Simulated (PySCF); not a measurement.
Vibration and rotation of NaF⁻

UHF-CCSD(T) constants of NaF⁻, ²Σ⁺ (doublet), unpaired electrons σ ↑ (Na aug-cc-pVDZ-DK, F aug-cc-pVDZ-DK; spin-free X2C with a Gaussian nucleus (PySCF 2.14); masses 22.9898 and 18.9984 u):

```
ωe              : 443.0 cm⁻¹
ωexe            : 5.96 cm⁻¹
Be              : 0.40221 cm⁻¹
αe              : 0.00624 cm⁻¹
D (centrifugal) : 1.33e-06 cm⁻¹
```

(1) Give the vibrational terms G(v) and spacings up to v = 3.

Correlated steps freeze 2 core orbitals. The state is the lowest determinant that a PBE0 search found; another state may lie lower at other levels.

## Answers

(1) G(v) = ωe(v+½) − ωexe(v+½)².

```tsv
v	G(v) (cm⁻¹)	G(v) − G(v−1)	Bv (cm⁻¹)
0	220		0.3991
1	651	431	0.3929
2	1070	419	0.3866
3	1477	407	0.3804
```
